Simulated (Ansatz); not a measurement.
Relaxation of C2H2FNO (7 atoms, charge 0, multiplicity 1), to a largest force component of 0.015 eV/Å in at most 40 steps.

Level of theory: Ansatz, RHF/def2-SVPD.

```xyz
7
Properties=species:S:1:pos:R:3
N -1.033 -0.239 1.263
C -0.313 0.070 0.286
O 0.482 -0.459 -0.608
C 0.138 1.074 -0.637
F -0.617 1.567 -1.593
H -1.486 0.701 1.590
H 0.965 1.718 -0.339
```

Problem. Where does it end, and by what steps?

Solution. The run converged. After 9 steps the energy has fallen by 0.630 eV; H6 moved furthest, 0.26 Å.

| step | energy less start (eV) | largest force component (eV/Å) | accepted |
| --- | --- | --- | --- |
| 0 | 0.0000 | 2.981 | yes |
| 1 | -0.3784 | 2.221 | yes |
| 2 | -0.5430 | 1.540 | yes |
| 3 | -0.6074 | 0.706 | yes |
| 4 | -0.5788 | 0.795 | no |
| 5 | -0.6271 | 0.182 | yes |
| 6 | -0.6292 | 0.070 | yes |
| 7 | -0.6295 | 0.028 | yes |
| 8 | -0.6295 | 0.034 | no |
| 9 | -0.6295 | 0.012 | yes |

```xyz
7
Properties=species:S:1:pos:R:3
N -1.054 -0.228 1.270
C -0.390 0.192 0.326
O 0.412 -0.311 -0.602
C 0.191 1.075 -0.642
F -0.524 1.500 -1.668
H -1.553 0.504 1.743
H 1.055 1.699 -0.466
```

Whether the end is a true minimum wasn't checked by a vibrational analysis.

The run took 18 s on 2 threads of AMD EPYC 7R13 Processor (Zen 3), with other jobs on the host, peak memory 0.27 GiB.
